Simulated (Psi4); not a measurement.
**AlHClO (SMILES [O][AlH][Cl]), step by step**

Aim: a geometry optimisation (doublet AlHClO, UPBEh-3c/def2-mSVP), then a single-point energy (singlet AlHClO+, PBEh-3c/def2-mSVP), then a geometry optimisation (singlet AlHClO+, PBEh-3c/def2-mSVP) of AlClHO. 

Program for the calculation: Psi4 1.11.

## 1. The molecule

AlHClO: 4 atoms, total charge 0, spin state doublet. SMILES: `[O][AlH][Cl]`. The shape is that of a PBE0-D4/def2-TZVP optimisation. The run starts from this shape.

Bond lengths: O1–Al2 1.729 Å, Al2–Cl3 2.081 Å, Al2–H4 1.566 Å. Angles: O1–Al2–Cl3 116.2°, O1–Al2–H4 118.8°, Cl3–Al2–H4 125.0°.

## 2. A structure relaxation at UPBEh-3c/def2-mSVP (density fitting) (run 1)

alclho.dat reads:

```
memory 1600 mb

molecule mol {
  0 2
  O
  Al 1 R2
  Cl 2 R3 1 A3
  H 2 R4 1 A4 3 D4

  R2 = 1.728839
  R3 = 2.081275
  A3 = 116.23914
  R4 = 1.565801
  A4 = 118.76439
  D4 = 179.99791
  symmetry c1
}

set reference uks

result, w = opt("pbeh-3c", return_wfn=True)
print_variables()
```

Command:

```sh
$ psi4 -i alclho.dat -o alclho.out -n 1
```

alclho.out:

```text
[...]
  Running in c1 symmetry.
[...]
  Nuclear repulsion =  118.890598140539666
[...]
  Multiplicity = 2
[...]
  Nalpha       = 20
  Nbeta        = 19
[...]
    Number of basis functions: 53
[...]
   @DF-UKS iter   1:  -777.01669171278138   -2.90879e-01   1.58043e-02 ADIIS/DIIS
[...]
   @DF-UKS iter  13:  -777.50659783515130   -1.46656e-11   6.98028e-09 DIIS
[...]
   @S^2 Observed:                7.537620322E-01
[...]
  @DF-UKS Final Energy:  -777.50659783515130
   => Energetics <=
    Nuclear Repulsion Energy =            118.8427818082953280
    One-Electron Energy =               -1313.3084970152458482
    Two-Electron Energy =                 449.2943778325180233
    DFT Exchange-Correlation Energy =     -32.3377931645712380
    Empirical Dispersion Energy =           0.0025327038525571
    VV10 Nonlocal Energy =                  0.0000000000000000
    Total Energy =                       -777.5065978351512967
[...]
  -Total Gradient:
     Atom            X                  Y                   Z
    ------   -----------------  -----------------  -----------------
       1       -0.000001828175     0.000042467962    -0.000039508179
       2        0.000005936369    -0.000055775881     0.000126634194
       3       -0.000001694117    -0.000005194319    -0.000003101566
       4       -0.000002318090    -0.000031330979     0.000046255339
[...]
```

Standard output:

```text
Optimizer: Optimization complete!
```

Run time: 30 s. Hardware: 1 thread of AMD EPYC 7B13 (Zen 3), shared host; peak memory 0.36 GiB.

The path in brief:

```csv
step,energy from the first frame kept (eV),largest force (eV/Å)
0,0.0000,0.0732
1,-0.0004,0.0237
2,-0.0003,0.0416
3,0.0028,0.1344
4,-0.0001,0.0527
5,-0.0004,0.0071
```

After the run. Bond lengths: O1–Al2 1.731 Å, Al2–Cl3 2.081 Å, Al2–H4 1.562 Å. Angles: O1–Al2–Cl3 116.3°, O1–Al2–H4 119.5°, Cl3–Al2–H4 124.1°.

## 3. The singlet cation: a single-point energy at PBEh-3c/def2-mSVP (density fitting) (run 2)

input.dat reads:

```
memory 1.6 GB

molecule m {
  1 1
  O      0.290478    -1.038316     1.353139
  Al     0.118073     0.047876     0.016549
  Cl    -1.572496    -0.208716    -1.170243
  H      1.205961     1.140358    -0.233465
  units angstrom
}


energy('pbeh-3c')
```

Command:

```sh
$ psi4 input.dat output.dat -n 1
```

output.dat:

```text
[...]
  Running in c1 symmetry.
[...]
  Nuclear repulsion =  118.842789605980940
[...]
  Multiplicity = 1
[...]
  Nalpha       = 19
  Nbeta        = 19
[...]
    Number of basis functions: 53
[...]
   @DF-RKS iter   1:  -776.42751105830166    2.97826e-01   1.60913e-02 DIIS/ADIIS
[...]
   @DF-RKS iter  16:  -777.00137474198345   -9.37852e-07   6.00816e-07 DIIS
[...]
  @DF-RKS Final Energy:  -777.00137474198345
   => Energetics <=
    Nuclear Repulsion Energy =            118.8427896059809399
    One-Electron Energy =               -1302.4305184500778978
    Two-Electron Energy =                 438.6597863418805332
    DFT Exchange-Correlation Energy =     -32.0759649444332169
    Empirical Dispersion Energy =           0.0025327046662787
    VV10 Nonlocal Energy =                  0.0000000000000000
    Total Energy =                       -777.0013747419833408
[...]
 Multipole Moments:
 ------------------------------------------------------------------------------------
     Multipole            Electronic (a.u.)      Nuclear  (a.u.)        Total (a.u.)
 ------------------------------------------------------------------------------------
 L = 1.  Multiply by 2.5417464519 to convert [e a0] to [Debye]
 Dipole X            :         -0.7776845            1.9379332            1.1602487
 Dipole Y            :         -0.3527809            0.9658825            0.6131017
 Dipole Z            :         -0.2889962            0.6260737            0.3370776
 Magnitude           :                                                    1.3548771
[...]
```

Wall time 6.3 s (1 thread of AMD EPYC 7B13 (Zen 3), shared host); peak memory 0.32 GiB.

## 4. The singlet cation: a structure relaxation at PBEh-3c/def2-mSVP (density fitting) (run 3)

run.py reads:

```python
import psi4

psi4.set_memory(1600000000)
psi4.set_num_threads(1)
psi4.set_output_file('psi4.out', False)

m = psi4.geometry("""
1 1
O
Al 1 1.730898
Cl 2 2.081427 1 116.3486
H 2 1.561898 1 119.54856 3 -179.9922
symmetry c1
""")

result = psi4.optimize("pbeh-3c")
print(f'total energy {result:.8f} hartree = {result * 27.211386:.5f} eV')
print(m.to_string(dtype='xyz', units='Angstrom'))
```

Command:

```sh
$ python run.py
```

psi4.out:

```text
Psi4 1.11 release

gradient() will perform analytic gradient computation.

   => Loading Basis Set <=

    Name: DEF2-MSVP
    Role: ORBITAL
    Keyword: BASIS

   => PBEH3C: Empirical Dispersion <=

        s6 =       1.000000
        s8 =       0.000000
        a1 =       0.486000
        a2 =       4.500000

[... 178 lines left out ...]
   @DF-RKS iter  19:  -777.00137474740529   -2.22826e-11   2.48899e-08 DIIS
[... 464 lines left out ...]
	                                 ==> Convergence Check <==
[... 375 lines left out ...]
   @DF-RKS iter   9:  -777.04725421444641   -3.66294e-08   7.31304e-07 DIIS
[... 341 lines left out ...]
    Weights Tolerance      =       1.00E-15
[... 380 lines left out ...]
    Weights Tolerance      =       1.00E-15
[... 27 lines left out ...]
	 - Coordinate -           - BOHR/RAD -       - ANG/DEG -
	 R(1,2)           =         3.514869           1.859988
	 R(2,3)           =         4.036916           2.136244
	 R(2,4)           =         3.411937           1.805520
[... 10 lines of this table left out ...]
	 D(3,1,2,4)       =        -3.135050        -179.625159

[set-up sections that repeat, and orbital energies of the middle runs, are left out above]
```

On the terminal:

```text
Traceback (most recent call last):
  File "run.py", line 16, in <module>
    result = psi4.optimize("pbeh-3c")
ValueError: operands could not be broadcast together with shapes (9,) (14,)
```

Run time: 23 s. Hardware: 1 thread of AMD EPYC 7B13 (Zen 3), shared host; peak memory 0.35 GiB.

The program broke off before the end.

## 5. Results

| quantity | value |
| --- | --- |
| run 1, UPBEh-3c/def2-mSVP: total energy at the end | -777.50660 Eh |
| run 1, UPBEh-3c/def2-mSVP: dipole moment | 1.41 D |
| run 1, UPBEh-3c/def2-mSVP: HOMO energy (highest over α and β) | -10.28 eV |
| run 1, UPBEh-3c/def2-mSVP: LUMO energy (lowest over α and β) | -3.34 eV |
| run 1, UPBEh-3c/def2-mSVP: ⟨S²⟩ | 0.754 |
| singlet cation, run 2: total energy | -777.00137 Eh |
| singlet cation, run 2: HOMO energy | -16.94 eV |
| singlet cation, run 2: LUMO energy | -14.53 eV |
| singlet cation, run 2: HOMO–LUMO gap | 2.41 eV |
| singlet cation, run 3 | no result (stopped) |

What this shows: The optimisation (run 1, UPBEh-3c/def2-mSVP) took 6 steps and changed the energy by -0.000 eV. 1 of the 3 runs did not end normally.
